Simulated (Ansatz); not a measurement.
```yaml
crystal:
  periodic: [false, false, false]
  atoms:
    - {symbol: F, position_ang: [-0.715547, -0.521911, -1.724950]}
    - {symbol: C, position_ang: [-0.496028, 0.415235, -0.720960]}
    - {symbol: Si, position_ang: [0.491995, -0.357652, 0.699458]}
    - {symbol: H, position_ang: [-1.469417, 0.778078, -0.373937]}
    - {symbol: H, position_ang: [0.693168, 0.989801, 1.786771]}
    - {symbol: H, position_ang: [0.693168, 0.689801, 1.736771]}
    - {symbol: H, position_ang: [1.809890, -0.828580, 0.204688]}
    - {symbol: H, position_ang: [-0.260773, -1.497059, 1.281272]}
basis:
  gaussian: {orbitals: def2-TZVPD}
hamiltonian: {xc: {name: PBE}, pseudopotentials: {relativity: none}}
output: {forces: true}
```

```sh
$ ansatz run in.yaml --threads 2 --pin off --events-out ev --progress --plain --max-ram 4352MiB
```

Shortened log:

```
Functional definition: PBE
901 factors; their error is unknown
mean field evaluation 1: about -11677.9867 eV, gradient 5.8e1 eV
mean field evaluation 2: about -11619.5987 eV, gradient 1.3e2 eV
mean field evaluation 4: about -11673.1911 eV, gradient 5.3e1 eV
mean field evaluation 8: about -11683.7167 eV, gradient 2.6e1 eV
mean field evaluation 16: about -11686.8468 eV, gradient 2.0e-5 eV
mean field -11686.84683033 eV, -429.4836993852 hartree, gradient 7.4e-5 eV, S^2 0.000000; 3 other end points of the search recorded, 0 dependent functions left out
reference -11686.84688629 eV, -429.4837014420 hartree; 17, 17 occupied and 148, 148 virtual orbitals, 901 factors
Total energy: -11686.84688629 eV, -429.4837014420 hartree
Atom 0 at    -0.715547    -0.521911    -1.724950 Å, force     0.376243    -0.534851    -0.630335 eV/Å
Atom 1 at    -0.496028     0.415235    -0.720960 Å, force     0.789439     0.785245     2.255209 eV/Å
Atom 2 at     0.491995    -0.357652     0.699458 Å, force    -1.812194    -2.541278    -5.895351 eV/Å
Atom 3 at    -1.469417     0.778078    -0.373937 Å, force    -0.215911     0.242380    -0.002958 eV/Å
Atom 4 at     0.693168     0.989801     1.786771 Å, force    -0.223909   109.934273    18.401277 eV/Å
Atom 5 at     0.693168     0.689801     1.736771 Å, force     0.272398  -108.037507   -16.249736 eV/Å
Atom 6 at     1.809890    -0.828580     0.204688 Å, force     0.438854    -0.004469     0.417335 eV/Å
Atom 7 at    -0.260773    -1.497059     1.281272 Å, force     0.375082     0.156206     1.704560 eV/Å
Dipole moment:     0.345438     0.073622     1.115749 e Å
```

In this input one atom was put on top of another. The run converged. The result belongs to that input, not to the molecule as meant.
